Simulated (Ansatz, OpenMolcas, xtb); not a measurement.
**How methods differ on AlHClO (SMILES [O][AlH][Cl])**

The species is AlHClO (4 atoms), meant as a doublet with charge 0. SMILES: `[O][AlH][Cl]`. The shape is that of a PBE0-D4/def2-TZVP optimisation.

Quantity: the vertical energy of the quartet above the doublet, in eV. The values are calculated.

```tsv
level	kind	program	value (eV)	CPU time (all runs)
GFN2-xTB	semi-empirical	xtb	5.51	under 2 s
GFN0-xTB	semi-empirical	xtb	5.19	under 2 s
GFN1-xTB	semi-empirical	xtb	6.28	under 2 s
UHF/STO-3G	Hartree–Fock	Ansatz	6.46	0.85 s
UHF/pc-2 (Cholesky decomposition)	Hartree–Fock	OpenMolcas	5.99	20 s
USVWN5/STO-3G	LDA	Ansatz	6.87	5.2 s
U-revPBE/STO-3G	GGA	Ansatz	6.85	8.7 s
UBLYP/STO-3G	GGA	Ansatz	?	10 s
UPBE/STO-3G	GGA	Ansatz	?	11 s
U-r2SCAN/STO-3G	meta-GGA	Ansatz	7.06	44 s
```

(1) Estimate what the levels marked ? give.

## Answers

(1) As computed at these levels: UBLYP/STO-3G: 6.90 eV; UPBE/STO-3G: 6.86 eV. The values span 5.19 to 7.06 eV. The xTB rows lack spin polarisation, so open shells miss the exchange term that lowers them. CPU times are rough (shared hosts, several kinds of processor): they show what a rung costs within a factor of a few.
